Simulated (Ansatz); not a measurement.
SiCl2H2 (SiH₂Cl₂), relaxed as a singlet with RKS PBE-D4/def2-TZVP in Ansatz, starting from the GFN2-xTB geometry. Force threshold 0.02 eV/Å.

Start:

```xyz
5

Si    0.067    0.094    0.078
Cl    0.411   -1.885    0.099
Cl   -1.398    0.511   -1.233
H     1.281    0.773   -0.350
H    -0.361    0.507    1.405
```

```
        step  energy (eV)  largest force component (eV/Å)  SCF passes
           1  -32944.8332                           0.982          14
           2  -32944.8931                           0.162          18
           3  -32944.8960                           0.052          18
4 (rejected)  -32944.8960                           0.081          19
           5  -32944.8961                           0.001          12
```

Force components are those of the run's own axes.

End:

```xyz
5

Si    0.068    0.095    0.079
Cl    0.428   -1.929    0.109
Cl   -1.430    0.533   -1.259
H     1.308    0.786   -0.362
H    -0.374    0.514    1.434
```

By distances, no bond broke or formed. The bond that changes most is Si1–Cl2, from 2.01 to 2.06 Å (atoms count from 1).

No frequencies were taken in this run, so the end may be a saddle point.

Run time 2.4 s (4 threads of Arm Neoverse V2 on a shared host).
